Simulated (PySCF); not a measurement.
Energies from PySCF, thermal terms from the rigid-rotor harmonic-oscillator model, ideal gas at 1 bar. 'Table' is the NASA 1993 thermochemical table (part measured, part estimated). Open shells (unrestricted): NH2 (multiplicity 2). The harmonic model lacks anharmonicity and excited electronic states, which grow with temperature; levels with a mode under 35 cm⁻¹ are left out. The table's entry may be an old estimate for NH2 (not checked at source).

Harmonic frequencies at PBE/def2-SVP (cm⁻¹): 1496, 3230, 3318. Point group C2v; S°(298 K) = 195.2 J/mol/K at this level.

Problem. Work out Cp and S° of gaseous NH2 at 500, 800, 1200, 1600, 2000 K from these, and set them beside the table.

Solution. 
```json
[
 {"T (K)": "500", "Cp PBE/def2-SVP": "35.5", "Cp table": "36.0", "S° PBE/def2-SVP": "213.0", "S° table": "212.9"},
 {"T (K)": "800", "Cp PBE/def2-SVP": "39.6", "Cp table": "40.3", "S° PBE/def2-SVP": "230.5", "S° table": "230.8"},
 {"T (K)": "1200", "Cp PBE/def2-SVP": "44.9", "Cp table": "46.0", "S° PBE/def2-SVP": "247.6", "S° table": "248.2"},
 {"T (K)": "1600", "Cp PBE/def2-SVP": "48.9", "Cp table": "50.4", "S° PBE/def2-SVP": "261.1", "S° table": "262.1"},
 {"T (K)": "2000", "Cp PBE/def2-SVP": "51.5", "Cp table": "53.7", "S° PBE/def2-SVP": "272.3", "S° table": "273.7"}
]
```
Units J/mol/K.
